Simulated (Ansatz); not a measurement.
Scan of [NH$_{2}$···H···H], doublet

Starting geometry:

```xyz
5

N    -0.1499   -0.0316   -0.0492
H    -0.4471    0.9362   -0.0492
H    -0.4471   -0.4339    0.8311
H     0.8626   -0.0316   -0.0492
H     2.1141   -0.0316   -0.0492
```

From there H4 is moved from one fragment to the other while all else, the fragments' distance too, stays fixed, so the hump isn't the reaction's barrier; atoms are numbered as listed. Energies are in kJ/mol, counted from the starting geometry at the same level.

Basis cc-pVTZ; Ansatz 0.2.0. Only valence electrons are correlated (noble-gas cores frozen). R marks a restricted (for open shells ROHF) determinant, U an unrestricted one. Active spaces: valence = (9e, 8o) chosen from the atoms' valence shells.

Runs in a small pair space aren't shown, since their orbitals change along the scan.

Full CI isn't at hand for all of this; UCCSDT(Q) serves as the reference, and is uncertain by about the last step of the cluster series. The frozen core follows each run's orbitals, which can shift R against U totals by a few meV.

```
distance N1-H4 (Å)  UCCSDT(Q)  error RMP2  error UMP2  error UCCSD  error BCCD(T)  error NEVPT2 (valence space)  error MRCISD (valence space)
             1.012        0.0         0.0         0.0          0.0            0.0                           0.0                           0.0
             1.085        6.8         3.0         3.4          1.0            0.2                          -0.1                           1.1
             1.230       36.1         8.9        18.3          2.3            0.6                          -0.9                           2.7
             1.374       42.4        29.1        28.2          0.2            0.7                          -1.3                           2.7
             1.519       33.4        23.0        24.4         -2.9            0.5                          -1.1                           1.6
```

Errors are those of relative energies. In total energy the starting point itself misses UCCSDT(Q) by: RMP2 59.5, UMP2 59.0, UCCSD 23.1, BCCD(T) 1.5, NEVPT2 (valence space) 94.3, MRCISD (valence space) 27.1 kJ/mol.

Spread of the error over the points with a reference, to 1.519 Å (largest less smallest): BCCD(T) 0.7, NEVPT2 (valence space) 1.3, MRCISD (valence space) 2.7, UCCSD 5.2, UMP2 28.2, RMP2 29.1 kJ/mol.
